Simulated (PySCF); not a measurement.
Species: CH5SSi (charge -1).
SMILES with atom numbers: `[CH3:1][S:2][SiH2-:3]` (hydrogens: H4, H5, H6 on C1; H7, H8 on Si3)

The closed-shell ground state was solved at several levels (PySCF, density fitting, gas phase, non-relativistic). Geometry: PBE0-D3(BJ)/def2-SVP, one conformer, isolated ion. No diffuse functions stand in pcSseg-1 and pcSseg-2, which bears on an anion's orbital energies.

```csv
level,basis functions,total energy (Eh),HOMO (eV),LUMO (eV),gap (eV)
B3LYP/def2-SVPD,111,-728.6280,-0.25,3.97,4.22
HF/pcSseg-2,192,-727.2823,-2.47,6.28,8.75
```

(1) Estimate the row for PBE0/pcSseg-1, a basis of 90 functions; the other rows only guide the guess.

(2) Over all these levels, which gives the widest orbital gap and which the narrowest?

Answers

(1) Total energy -728.4735 Eh, HOMO -0.25 eV, LUMO 5.17 eV, gap 5.42 eV.

(2) HF/pcSseg-2 (Hartree–Fock, all exact exchange) has the widest, 8.75 eV, and B3LYP/def2-SVPD (global hybrid, 20 % exact exchange) the narrowest, 4.22 eV. Functional and basis both differ between the two, so the spread mixes both effects.
